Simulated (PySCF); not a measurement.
Peak assignment

Geometry:
```
atom   x (Å)   y (Å)   z (Å)
  C1  -1.348  -0.321   0.318
  C2  -0.199   0.278   0.009
  F3  -0.021   1.593   0.117
  C4   1.005  -0.437  -0.487
  O5   1.055  -1.628  -0.651
  H6  -2.209   0.244   0.677
  H7  -1.406  -1.404   0.201
  H8   1.871   0.238  -0.698
```

[PySCF 2.14.0 with density-fitted response routines: geometry: PBE0-D3(BJ)/def2-SVP; shieldings: GIAO KT2/pcSseg-2; couplings computed with B3LYP/pcJ-1; non-relativistic; no solvent; a single conformation]

Scale: ¹³C and ¹H against TMS (reference shieldings calculated alike).

Q: Assign these signals to the numbered atoms. ¹³C{¹H} NMR (computed): δ 181.8 (CH, d, J = 52.7 Hz), 165.3 (C, d, J = 338.8 Hz), 97.1 (CH2, d, J = 15.7 Hz).

A: 
| δ (ppm) | atoms | environment | reason |
| --- | --- | --- | --- |
| 181.8 | C4 | aldehyde carbonyl carbon | the double bond to the heteroatom, with no lone-pair donor beside it, deshields it most |
| 165.3 | C2 | α carbon of a C=C–C=O unit | – |
| 97.1 | C1 | β carbon of a C=C–C=O unit | – |

Q: Assign these signals to the numbered atoms. ¹H NMR (300 MHz, computed): δ 9.54 (d, J = 3.0 Hz, 1H), 5.69 (dd, J = 39.5, 1.8 Hz, 1H), 4.80 (ddd, J = 8.8, 3.0, 1.8 Hz, 1H).

A: 
```tsv
δ (ppm)	atoms	environment	reason
9.54	H8	hydrogen on an aldehyde carbonyl carbon	deshielded by the polar, anisotropic C=O bond
5.69	H7	hydrogen on a β carbon of a C=C–C=O unit	attached to an sp2 carbon and in the plane of the double bond
4.80	H6	hydrogen on a β carbon of a C=C–C=O unit	–
```

Common functionals overestimate the size of one-bond C–F couplings by tens of Hz; these are unscaled. Multiplet labels drop couplings under 1 Hz and merge nearly equal ones. Shifts are as computed. Against solution values, carbons near 30 ppm lie about +3 ppm off and those near 130 ppm about -1 ppm. Of 1211 compounds with measured shifts, 218 miss one by over three times the rms of a fit or turn the order of signals round; such compounds aren't used in these exercises.
